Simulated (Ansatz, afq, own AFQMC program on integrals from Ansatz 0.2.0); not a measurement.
## SiH2, singlet in cc-pVDZ, levels against full CI

```yaml
atoms:
  - { symbol: Si, position_ang: [0.0000, -0.0921, 0.0210] }
  - { symbol: H, position_ang: [0.0000, 1.5905, -1.6974] }
  - { symbol: H, position_ang: [0.0000, 0.9752, 1.1111] }
```

Basis cc-pVDZ. Only valence electrons are correlated. Integrals, coupled cluster, full CI and functionals: Ansatz 0.2.0; the random walks run on the same integrals in our own AFQMC program. ph-AFQMC/CISD is guided by a CISD state made of CCSD amplitudes; releasing the constraint for a short imaginary time cuts its bias at the price of noise, slowly where states lie close. Uncertainties: one standard error, sampling alone.

Determinant: UHF, the one that the program's search chose, which needn't be the lowest solution. The geometry is a point of a scan.

Full CI on the same integrals is exact in this basis and with this determinant's frozen core.

Cautions: an unrestricted solution with more broken spin lies lower (9 meV, ⟨S²⟩ 0.69); strong correlation (T1 0.107, weight of the determinant 0.73, largest double 0.24); unrestricted determinant spin contaminated (⟨S²⟩ 0.57 against 0.00).

```
T1 diagnostic                               : 0.1066
weight of the determinant in the CISD state : 0.729
⟨S²⟩ of the determinant                     : 0.575
size of the correlated space                : 6 electrons in 23 orbitals
```

Reference: full CI, correlation energy -3.362 eV. The released energy is read at 2.40 1/Eh (meV from the phaseless value at times in 1/Eh: -6 ± 4 at 0.24, -11 ± 4 at 0.51, -11 ± 3 at 0.99, -15 ± 3 at 1.62, -17 ± 4 at 2.40). The cautions show a poor starting determinant, so the rows tell how each method copes with it here, and full CI is the sure value.

```json
{"level": "HF", "E − E(reference) (kJ/mol)": "324.4", "share of correlation (%)": "0.00"}
{"level": "MP2", "E − E(reference) (kJ/mol)": "129.8", "share of correlation (%)": "59.97"}
{"level": "CCSD", "E − E(reference) (kJ/mol)": "17.6", "share of correlation (%)": "94.59"}
{"level": "CCSD(T)", "E − E(reference) (kJ/mol)": "6.1", "share of correlation (%)": "98.11"}
{"level": "CCSDT", "E − E(reference) (kJ/mol)": "0.6", "share of correlation (%)": "99.81"}
{"level": "CCSDT(Q)", "E − E(reference) (kJ/mol)": "0.0", "share of correlation (%)": "100.00"}
{"level": "CCSDTQ", "E − E(reference) (kJ/mol)": "0.0", "share of correlation (%)": "100.00"}
{"level": "ph-AFQMC/HF", "E − E(reference) (kJ/mol)": "2.9 ± 1.2", "share of correlation (%)": "99.12"}
{"level": "ph-AFQMC/CISD", "E − E(reference) (kJ/mol)": "2.3 ± 0.4", "share of correlation (%)": "99.30"}
{"level": "released AFQMC", "E − E(reference) (kJ/mol)": "0.6 ± 0.4", "share of correlation (%)": "99.81"}
```

CCSDT and higher add their correlation energy to the determinant of the CCSD(T) run, since their own runs factorise the integrals more tightly (a shift of under 2 meV). A walk keeps the symmetry of its determinant, which the program's search chose and which needn't be the lowest solution, so a lower state of the same spin and another symmetry isn't excluded. Released energies are given only where the last usable release times agree within the noise; a slower fall can still hide under it.
